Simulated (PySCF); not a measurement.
# The first ionisation energy along group 15

All values are computed (PySCF 2.14, energy differences of UHF-based or UKS calculations, no spin-orbit coupling). Values in eV. The last column holds reference values (NIST; (s) semi-empirical, (t) theoretical, else measured). Unmarked ones compare directly (S terms, centres of terms, or small fine structure); those marked * lie between the lowest fine-structure levels and include a spin-orbit shift.

```json
{"element": "N (def2-SVP, non-relativistic)", "configurations": "[He] 2s2 2p3 → [He] 2s2 2p2", "UHF": "14.038", "MP2 (valence)": "14.455", "SCS-MP2 (valence)": "14.244", "CCSD (valence)": "14.279", "CCSD(T) (valence)": "14.276", "reference": "14.545"}
{"element": "P (def2-SVP, non-relativistic)", "configurations": "[Ne] 3s2 3p3 → [Ne] 3s2 3p2", "UHF": "9.939", "MP2 (valence)": "10.258", "SCS-MP2 (valence)": "10.129", "CCSD (valence)": "10.174", "CCSD(T) (valence)": "10.176", "reference": "10.526"}
{"element": "As (def2-SVP, non-relativistic)", "configurations": "[Ar] 3d10 4s2 4p3 → [Ar] 3d10 4s2 4p2", "UHF": "9.463", "MP2 (valence)": "9.796", "SCS-MP2 (valence)": "9.676", "CCSD (valence)": "9.739", "CCSD(T) (valence)": "9.744", "reference": "10.008"}
{"element": "Sb (def2-SVP with the def2 core potential (28 electrons), ECP)", "configurations": "[Kr] 4d10 5s2 5p3 → [Kr] 4d10 5s2 5p2", "UHF": "8.595", "MP2 (valence)": "8.879", "SCS-MP2 (valence)": "8.780", "CCSD (valence)": "8.841", "CCSD(T) (valence)": "8.844", "reference": "9.124"}
{"element": "Bi (def2-SVP with the def2 core potential (60 electrons), ECP)", "configurations": "[Xe] 4f14 5d10 6s2 6p3 → [Xe] 4f14 5d10 6s2 6p2", "UHF": "8.231", "MP2 (valence)": "8.481", "SCS-MP2 (valence)": "8.392", "CCSD (valence)": "8.473", "CCSD(T) (valence)": "8.476", "reference": "7.286 *"}
```

**Question.** Which of these methods has the smallest mean absolute error against the measured values here?

**Answer.** MP2 (valence), with 0.204 eV.

```json
{"method": "UHF", "elements": "4", "mean error (eV)": "-0.542", "mean absolute error (eV)": "0.542", "largest error (eV)": "-0.587"}
{"method": "MP2 (valence)", "elements": "4", "mean error (eV)": "-0.204", "mean absolute error (eV)": "0.204", "largest error (eV)": "-0.268"}
{"method": "SCS-MP2 (valence)", "elements": "4", "mean error (eV)": "-0.343", "mean absolute error (eV)": "0.343", "largest error (eV)": "-0.397"}
{"method": "CCSD (valence)", "elements": "4", "mean error (eV)": "-0.292", "mean absolute error (eV)": "0.292", "largest error (eV)": "-0.351"}
{"method": "CCSD(T) (valence)", "elements": "4", "mean error (eV)": "-0.291", "mean absolute error (eV)": "0.291", "largest error (eV)": "-0.350"}
```

For Bi a determinant mixes LS terms or the coupling is close to jj, so these rows are model values.

Errors include the incompleteness of the basis and the frozen core.

"Valence" correlates the outer s and p shells and, in groups 3 to 12 and the f block, the outer d or f shell, open or full, or the next shell where the ion has no valence electron left; the wider scheme adds the next inner shell.
